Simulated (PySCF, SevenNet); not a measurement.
## Equilibrium lattice constant a of zinc-blende AlN (metastable phase) at several levels of theory

No measured value is used here.

```csv
level (code),value (Å)
SevenNet-0,4.400
PBE (PySCF),4.407 ± 0.02
MP2 (PySCF),4.388 ± 0.02
```

A ± on a computed value is a rough bar: the spread of its extrapolation, a floor set from checks against published values, or a statistical error.

Machine-learned potentials (SevenNet-0) are trained on DFT data: a solid inside that data is no test of them.
